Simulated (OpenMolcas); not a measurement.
# Exact exchange and the HOMO–LUMO gap of HOCN (cyanic acid)

The species is HOCN (4 atoms), meant as a singlet with charge 0. SMILES: `N#CO`. The shape is that of a PBE0-D4/def2-TZVP optimisation.

The HOMO–LUMO gap y, in eV, basis cc-pVTZ; a is the functional's share of exact exchange. Programs: OpenMolcas 26.06.

| functional | program | a | y (eV) |
| --- | --- | --- | --- |
| r2SCAN | OpenMolcas | 0 | 7.34 |
| TPSS | OpenMolcas | 0 | 6.59 |
| B3LYP | OpenMolcas | 0.2 | 8.03 |
| PBE0 | OpenMolcas | 0.25 | ? |
| BHLYP | OpenMolcas | 0.5 | 10.73 |

Fit y = c + s·a to the known rows and predict PBE0.


1. Means of the 4 rows: a = 0.1750, y = 8.172.
2. Σ(Δa)² = 0.1675, Σ(Δa·Δy) = 1.2503, so the slope is 1.2503/0.1675 = 7.4645.
3. Intercept: 8.172 − (7.4645) × 0.1750 = 6.866. The largest residual of the fit is 0.47.
4. PBE0: 6.866 + (7.4645) × 0.25 = 8.73 eV.

The run gave 8.73 eV, so the prediction is off by 0.00 eV: they agree to the digits shown. Exact exchange lowers occupied levels and raises empty ones. The rows mix families of semi-local functionals, which the line can't see.
